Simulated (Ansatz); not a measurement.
Problem. Name a neutral molecule of C, F, N and H with HOMO energy (PBE0/def2-TZVPP) between -6.15 and -5.85 eV and ideal-gas entropy at 298 K and 1 bar (rigid rotor, harmonic PBE0-D4/def2-TZVP) between 315 and 331 J/(mol·K) (Ansatz, PBE0-D4/def2-TZVP geometry).

Solution. `C/C=C(\N)F` (-6.05 eV, 317 J/(mol·K)). Other molecules can fit too; these were computed, each in one conformer that needn't be the lowest.
